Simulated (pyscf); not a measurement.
O=PH + SiH₄ → O=PH + SiH₄ (four-centre exchange; singlet surface; H–P, H–Si broken, H–P, H–Si formed). Single points on ωB97X-D3(BJ)/def2-SVP structures (PySCF, gas phase). Correlated levels are frozen-core, on RHF or UHF. ΔMP2 is the change of the MP2 total energy from the triple- to the quadruple-zeta basis. Energies in kcal/mol from the separated reactants.

```json
[
 {"level": "ωB97X-D3(BJ)/def2-TZVP", "barrier": "8.3", "reaction energy": "0.0"},
 {"level": "B3LYP-D3(BJ)/def2-TZVP", "barrier": "10.2", "reaction energy": "0.0"},
 {"level": "PBE0-D3(BJ)/def2-TZVP", "barrier": "3.7", "reaction energy": "0.0"},
 {"level": "M06-2X/def2-TZVP", "barrier": "?", "reaction energy": "0.0"},
 {"level": "ωB97M-D3(BJ)/def2-TZVP", "barrier": "11.4", "reaction energy": "0.0"},
 {"level": "MP2/def2-QZVPP", "barrier": "11.5", "reaction energy": "0.0"},
 {"level": "CCSD(T)/def2-TZVPP + ΔMP2(QZVPP)", "barrier": "?", "reaction energy": "0.0"}
]
```

Q: Complete the blanks.

A: 
- M06-2X/def2-TZVP, barrier: 9.8
- CCSD(T)/def2-TZVPP + ΔMP2(QZVPP), barrier: 13.3

At the saddle there is also a short P–Si contact that neither side keeps. This is the saddle that the search found; another between the same sides may lie lower. The CCSD(T) − MP2 part came from Ansatz, without density fitting, on the same reference.
